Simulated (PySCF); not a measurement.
Computed with TPSSh-D3(BJ)/def2-TZVP in PySCF. All species are isolated molecules in the gas phase. 

Reference species (SMILES): `[Cl][Al]([Cl])[Cl]` (neutral, multiplicity 1).

The dipole moment is 0.00 D.

Changed species: `[Cl][AlH][Cl]` (whole molecule; the reference has whole molecule).

### Question
Give the shifts of the dipole moment.

### Answer
the dipole moment rises by 1.00 D, to 1.00 D.
